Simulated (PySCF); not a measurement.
A GIAO shielding run with PySCF 2.14 (density fitting, non-relativistic, gas phase) on `ClBCl`, BCl₂H:

```
$ OMP_NUM_THREADS=1 python probes_run.py task.json out

{"job": {"kind": "nmr", "xc": "KT3", "basis": "pcSseg-2", "pop": false}, "charge": 0, "multiplicity": 1}
Cl    -1.633937    -0.603826    -0.023984
B     -0.154788     0.300693    -0.040488
Cl     1.378400    -0.509395    -0.045256
H     -0.191847     1.486755    -0.048754
```

Hardware: 1 thread of an Arm Neoverse N1, shared host.

**Question.** How large is the calculation?

**Answer.** 40 electrons, 136 basis functions and 450 auxiliary functions.

**Question.** How long does it take, and how much memory does it need?

**Answer.** 9.4 s of wall time, with 13 SCF cycles; peak memory 0.47 GiB. Times on a shared host scatter by some tens of per cent.

**Question.** And these other runs on the same molecule and hardware: GIAO shielding at B97-2/pcSseg-2; GIAO shielding at PBE0/pcSseg-2; GIAO shielding at wB97X-D/pcSseg-2?

**Answer.** B97-2/pcSseg-2: 136 functions, 6.9 s; PBE0/pcSseg-2: 136 functions, 11 s; wB97X-D/pcSseg-2: 136 functions, 9.2 s.
